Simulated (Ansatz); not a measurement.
# C4H6FN: the cost of one run

Program: Ansatz 0.2.0. Level of theory: RKS LDA/STO-3G. These are calculated values, not measurements.

## 1. Starting point

Bond lengths: F1–H2 0.953 Å, C3–C4 1.417 Å, C4–C5 1.368 Å, C5–N6 1.357 Å, C3–C7 1.370 Å, N6–C7 1.355 Å, C3–H8 1.074 Å, C4–H9 1.071 Å, C5–H10 1.071 Å, N6–H11 1.006 Å, C7–H12 1.072 Å. Angles (14 of 15 angles, heavy atoms first): C3–C4–C5 107.0°, C4–C3–C7 107.0°, C4–C5–N6 108.2°, C5–N6–C7 109.6°, C3–C7–N6 108.2°, C3–C4–H9 126.4°, C5–C4–H9 126.7°, C4–C3–H8 126.6°, C7–C3–H8 126.3°, C4–C5–H10 130.1°, N6–C5–H10 121.6°, C5–N6–H11 125.1°, C7–N6–H11 125.3°, C3–C7–H12 130.0°.

Structure file:

```xyz
12

F    -0.1775   -1.1584   -2.5601
H    -0.0549   -0.6449   -1.7662
C     0.5627    0.6941   -0.4926
C    -0.8340    0.6073   -0.2721
C    -1.0112   -0.0729    0.9017
N     0.2112   -0.3924    1.3963
C     1.1745    0.0716    0.5636
H     1.0527    1.1993   -1.3035
H    -1.6028    1.0024   -0.9050
H    -1.9123   -0.3437    1.4136
H     0.3753   -0.8873    2.2566
H     2.2163   -0.0751    0.7677
```

## 2. Preparing the start

input.yaml reads:

```yaml
crystal:
  periodic: [false, false, false]
  atoms:
    - { symbol: F, position_ang: [-0.1775, -1.1584, -2.5601] }
    - { symbol: H, position_ang: [-0.0549, -0.6449, -1.7662] }
    - { symbol: C, position_ang: [0.5627, 0.6941, -0.4926] }
    - { symbol: C, position_ang: [-0.834, 0.6073, -0.2721] }
    - { symbol: C, position_ang: [-1.0112, -0.0729, 0.9017] }
    - { symbol: "N", position_ang: [0.2112, -0.3924, 1.3963] }
    - { symbol: C, position_ang: [1.1745, 0.0716, 0.5636] }
    - { symbol: H, position_ang: [1.0527, 1.1993, -1.3035] }
    - { symbol: H, position_ang: [-1.6028, 1.0024, -0.905] }
    - { symbol: H, position_ang: [-1.9123, -0.3437, 1.4136] }
    - { symbol: H, position_ang: [0.3753, -0.8873, 2.2566] }
    - { symbol: H, position_ang: [2.2163, -0.0751, 0.7677] }
basis:
  gaussian: { orbitals: STO-3G }
hamiltonian:
  xc: lda
relax:
  f_tol: 0.02
  max_steps: 40
output:
  orbitals: {}
```

Started as:

```
ansatz run input.yaml --threads 1 --pin off --max-ram 2048MiB --backend cpu --events-out ev --progress --plain --runs-dir out
```

What time and memory should one allow on 1 thread of Arm Neoverse V1, shared host?

About 19 s, with a peak of 0.12 GiB.
